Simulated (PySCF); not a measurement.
**Relaxation of singlet NO₂(OH)**

Method: PBE0/[N def2-TZVP, O def2-TZVP, H def2-TZVP], no relativity, density fitting, PySCF. A (50,194) grid was used.

A hand-made T-shaped (ligand arrangement 2) (heavy-atom frame) start, of Cs symmetry, held to at least that symmetry:

Coordinates in bohr (charge 0 multiplicity 1):
```
N     0.0222    0.0000   -0.7413
O     2.2319    0.0000   -0.6642
O    -2.1874    0.0000   -0.6642
O     0.0222    0.0000    1.7910
H    -1.3675    0.0000    2.9571
```

Optimiser trace:
```tsv
step	E − E(last) (kJ/mol)	largest gradient (Eh/bohr)
0	711.84	0.29318
1	171.10	0.10894
2	34.10	0.07438
3	2.10	0.01367
4	0.64	0.01553
5	0.24	0.00320
6	0.06	0.00139
7	0.00	0.00078
8	0.00	0.00050
9	0.00	0.00009
```

It ends at Cs with N–O 1.186 Å, N–O 1.201 Å, N–O 1.385 Å, O–H 0.970 Å; H–O–N 103.1°, O–N–O 114.2°, O–N–O 115.7°, O–N–O 130.2° (after a last refinement on a finer grid). A frequency run shows a minimum. Other isomers or separated fragments may lie lower.

Final geometry:
```xyz
5
charge 0 multiplicity 1, angstrom
N     0.0085    0.0000   -0.1227
O     1.0617    0.0000   -0.6671
O    -1.1008    0.0000   -0.5822
O     0.0850    0.0000    1.2606
H    -0.8460    0.0000    1.5331
```

The relaxation took 5.7 s on 4 threads of a shared AMD EPYC 9R45 96-Core (Zen 5) host, with 130 basis functions and 10 gradients; the process peaked at 0.82 GiB. Launch command: `OMP_NUM_THREADS=4 python axn.py task.json out`.
